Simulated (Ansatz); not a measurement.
A calculation with Ansatz (development build ahead of 0.2.0).

```yaml
crystal:
  periodic: [false, false, false]
  atoms:
    - { symbol: C, position_ang: [0.0, 0.0, -0.58656] }
    - { symbol: O, position_ang: [0.0, 0.0, 0.58656] }
basis:
  gaussian: { orbitals: cc-pVTZ }
magnetization:
  spin_polarized: true
hamiltonian:
  xc: hf
correlation:
  method: ccsd_t
  frozen_orbitals: { C: 1, O: 1 }
```

The input is written out in the form of the current development build from the run's settings.

Output:

* Converged: yes
* Reference energy: -112.77076 hartree
* Correlation energy: -0.38206 hartree
* Total energy: -113.15282 hartree
